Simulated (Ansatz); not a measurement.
# Molecular dynamics of H₈OSi₂

input.yaml

```yaml
crystal:
  periodic: [false, false, false]
  atoms:
    - { symbol: Si, position_ang: [0.005387, -0.295405, 0.081284] }
    - { symbol: H, position_ang: [0.805556, 0.42362, 1.506438] }
    - { symbol: H, position_ang: [1.070342, 0.237172, -0.82081] }
    - { symbol: H, position_ang: [-1.077151, 0.717771, 0.341685] }
    - { symbol: Si, position_ang: [-1.166921, -1.937696, -1.191251] }
    - { symbol: H, position_ang: [-2.137484, -2.713143, -0.339186] }
    - { symbol: H, position_ang: [-1.973468, -1.256768, -2.259835] }
    - { symbol: H, position_ang: [-0.270887, -2.942755, -1.855193] }
    - { symbol: O, position_ang: [0.755856, -1.680279, 1.222505] }
    - { symbol: H, position_ang: [0.080309, -2.226116, 1.680339] }
    - { symbol: H, position_ang: [0.941358, -0.661398, 1.764424] }
basis:
  gaussian: { orbitals: def2-mTZVP }
hamiltonian:
  xc: pbe
md:
  timestep: 0.5
  n_steps: 200
  ensemble: nve
  temperature: 300.0
  initial_velocities: maxwell_boltzmann
  seed: 3473
```

Run as:

```bash
$ ansatz run input.yaml --threads 2 --pin off --max-ram 3072MiB --backend cpu --events-out ev --progress --plain --runs-dir out
```

It starts at the highest image of a converged band. Of that band: Neighbouring images differ by up to 1.5 eV, so the band resolves the path poorly. A vibrational analysis at the climbing image gives one clearly imaginary mode, 1275i cm⁻¹: a first-order saddle point.

Output, in part (one step line in 7, the closing report, with atoms numbered from 0):

```
md step     0: t =     0.00 fs  T =   300.0 K  F+E_penalty+E_count = -17920.48067331 eV  E_kin = 0.349002 eV  conserved = -17920.13167131 eV  (26 SCF iters)
md step     7: t =     3.50 fs  T =   167.4 K  F+E_penalty+E_count = -17920.32519650 eV  E_kin = 0.194749 eV  conserved = -17920.13044774 eV  (28 SCF iters)
md step    14: t =     7.00 fs  T =   133.3 K  F+E_penalty+E_count = -17920.28585992 eV  E_kin = 0.155067 eV  conserved = -17920.13079294 eV  (28 SCF iters)
md step    21: t =    10.50 fs  T =    91.8 K  F+E_penalty+E_count = -17920.23737524 eV  E_kin = 0.106842 eV  conserved = -17920.13053319 eV  (28 SCF iters)
md step    28: t =    14.00 fs  T =   201.4 K  F+E_penalty+E_count = -17920.36536473 eV  E_kin = 0.234340 eV  conserved = -17920.13102464 eV  (28 SCF iters)
md step    35: t =    17.50 fs  T =   319.3 K  F+E_penalty+E_count = -17920.50251267 eV  E_kin = 0.371501 eV  conserved = -17920.13101211 eV  (28 SCF iters)
md step    42: t =    21.00 fs  T =   446.2 K  F+E_penalty+E_count = -17920.65031112 eV  E_kin = 0.519139 eV  conserved = -17920.13117249 eV  (28 SCF iters)
md step    49: t =    24.50 fs  T =   510.6 K  F+E_penalty+E_count = -17920.72472937 eV  E_kin = 0.593944 eV  conserved = -17920.13078515 eV  (29 SCF iters)
md step    56: t =    28.00 fs  T =   542.4 K  F+E_penalty+E_count = -17920.76156428 eV  E_kin = 0.630953 eV  conserved = -17920.13061166 eV  (28 SCF iters)
md step    63: t =    31.50 fs  T =   658.8 K  F+E_penalty+E_count = -17920.89789859 eV  E_kin = 0.766405 eV  conserved = -17920.13149377 eV  (28 SCF iters)
md step    70: t =    35.00 fs  T =   677.2 K  F+E_penalty+E_count = -17920.91854701 eV  E_kin = 0.787809 eV  conserved = -17920.13073841 eV  (28 SCF iters)
md step    77: t =    38.50 fs  T =   805.0 K  F+E_penalty+E_count = -17921.06740704 eV  E_kin = 0.936502 eV  conserved = -17920.13090465 eV  (28 SCF iters)
md step    84: t =    42.00 fs  T =   871.9 K  F+E_penalty+E_count = -17921.14476086 eV  E_kin = 1.014336 eV  conserved = -17920.13042475 eV  (28 SCF iters)
md step    91: t =    45.50 fs  T =  1037.6 K  F+E_penalty+E_count = -17921.33844141 eV  E_kin = 1.207123 eV  conserved = -17920.13131874 eV  (28 SCF iters)
md step    98: t =    49.00 fs  T =  1160.2 K  F+E_penalty+E_count = -17921.48131754 eV  E_kin = 1.349744 eV  conserved = -17920.13157386 eV  (28 SCF iters)
md step   105: t =    52.50 fs  T =  1234.5 K  F+E_penalty+E_count = -17921.56690686 eV  E_kin = 1.436171 eV  conserved = -17920.13073552 eV  (28 SCF iters)
md step   112: t =    56.00 fs  T =  1342.7 K  F+E_penalty+E_count = -17921.69271582 eV  E_kin = 1.562015 eV  conserved = -17920.13070055 eV  (28 SCF iters)
md step   119: t =    59.50 fs  T =  1353.9 K  F+E_penalty+E_count = -17921.70548201 eV  E_kin = 1.575090 eV  conserved = -17920.13039249 eV  (28 SCF iters)
md step   126: t =    63.00 fs  T =  1519.1 K  F+E_penalty+E_count = -17921.89919835 eV  E_kin = 1.767253 eV  conserved = -17920.13194559 eV  (28 SCF iters)
md step   133: t =    66.50 fs  T =  1497.6 K  F+E_penalty+E_count = -17921.87338394 eV  E_kin = 1.742186 eV  conserved = -17920.13119833 eV  (28 SCF iters)
md step   140: t =    70.00 fs  T =  1512.0 K  F+E_penalty+E_count = -17921.88999269 eV  E_kin = 1.759016 eV  conserved = -17920.13097705 eV  (28 SCF iters)
md step   147: t =    73.50 fs  T =  1469.2 K  F+E_penalty+E_count = -17921.83950711 eV  E_kin = 1.709229 eV  conserved = -17920.13027802 eV  (28 SCF iters)
md step   154: t =    77.00 fs  T =  1477.2 K  F+E_penalty+E_count = -17921.84949966 eV  E_kin = 1.718532 eV  conserved = -17920.13096805 eV  (28 SCF iters)
md step   161: t =    80.50 fs  T =  1449.6 K  F+E_penalty+E_count = -17921.81809947 eV  E_kin = 1.686411 eV  conserved = -17920.13168837 eV  (28 SCF iters)
md step   168: t =    84.00 fs  T =  1380.4 K  F+E_penalty+E_count = -17921.73726159 eV  E_kin = 1.605886 eV  conserved = -17920.13137548 eV  (29 SCF iters)
md step   175: t =    87.50 fs  T =  1327.9 K  F+E_penalty+E_count = -17921.67547296 eV  E_kin = 1.544749 eV  conserved = -17920.13072359 eV  (28 SCF iters)
md step   182: t =    91.00 fs  T =  1274.8 K  F+E_penalty+E_count = -17921.61324633 eV  E_kin = 1.483072 eV  conserved = -17920.13017457 eV  (28 SCF iters)
md step   189: t =    94.50 fs  T =  1381.1 K  F+E_penalty+E_count = -17921.73805999 eV  E_kin = 1.606673 eV  conserved = -17920.13138715 eV  (28 SCF iters)
md step   196: t =    98.00 fs  T =  1401.6 K  F+E_penalty+E_count = -17921.76165210 eV  E_kin = 1.630542 eV  conserved = -17920.13111040 eV  (28 SCF iters)
md step   200: t =   100.00 fs  T =  1455.1 K  F+E_penalty+E_count = -17921.82328122 eV  E_kin = 1.692792 eV  conserved = -17920.13048943 eV  (28 SCF iters)
Total energy: -17921.82333059 eV, -658.6148595511 hartree
Atom 0 at    -0.437151     0.519155    -0.713998 Å, force    -0.853242    -0.186992     1.062763 eV/Å
Atom 1 at     0.515150     0.467000     0.443407 Å, force     0.411329    -0.022667    -0.307478 eV/Å
Atom 2 at    -0.001800     1.255511    -1.886060 Å, force     0.471542     0.399728    -0.621286 eV/Å
Atom 3 at    -1.525511     1.351494    -0.033787 Å, force    -0.003716    -0.396457    -0.458919 eV/Å
Atom 4 at    -0.966165    -1.776044    -0.977181 Å, force     0.122755     0.118168     0.864640 eV/Å
Atom 5 at    -1.320146    -1.973222     0.498000 Å, force     0.198917    -0.304940    -0.388768 eV/Å
Atom 6 at    -2.146774    -2.303726    -1.724031 Å, force     0.025673     0.183640    -0.253684 eV/Å
Atom 7 at     0.281532    -2.574891    -1.339315 Å, force    -0.364084     0.194558     0.112713 eV/Å
Atom 8 at     1.126237    -3.215251     2.240943 Å, force    -1.586047     1.171302    -1.245960 eV/Å
Atom 9 at     0.748505    -3.678379     1.453259 Å, force     0.413269     0.164618     0.650648 eV/Å
Atom 10 at     1.745485    -3.801602     2.635492 Å, force     1.163605    -1.320957     0.585331 eV/Å
Dipole moment:     0.099772    -0.306164    -0.228829 e Å
```

The run went to its last step. The conserved energy stayed within 0.15 meV per atom of its start (net change 0.11 meV per atom), so the integration is sound. The kinetic energy rose, since the run started high on the potential surface and went downhill. It ends in pieces (H2O + H6Si2), so much of that is their flight and rotation, not heat. A run of 0.1 ps of so small a system gives no equilibrium averages. The orbitals stay closed-shell, which can raise the energy where a bond breaks towards radicals; this wasn't checked here.

Between its relaxed ends the band would form Si1–O9, H2–H11 and break Si1–H2, O9–H11. These pairs go: Si1–O9 1.95 → 5.01 Å, H2–H11 1.12 → 4.95 Å, Si1–H2 1.79 → 1.50 Å, O9–H11 1.17 → 0.94 Å. In the last frame they stand as before the step (other bonds may differ from the relaxed reactants and products). It ends as H2O + H6Si2. Pairs count as bonded within 1.25 times the sum of covalent radii (0.12 Å more for H–H).

Last frame:

```xyz
11
Properties=species:S:1:pos:R:3
Si -0.437 0.519 -0.714
H 0.515 0.467 0.443
H -0.002 1.256 -1.886
H -1.526 1.351 -0.034
Si -0.966 -1.776 -0.977
H -1.320 -1.973 0.498
H -2.147 -2.304 -1.724
H 0.281 -2.575 -1.339
O 1.126 -3.215 2.241
H 0.749 -3.678 1.453
H 1.746 -3.802 2.635
```

Time of the run: 100 s on 2 threads of AMD EPYC 9R45 96-Core Processor (Zen 5) (shared host), peak memory 0.14 GiB.
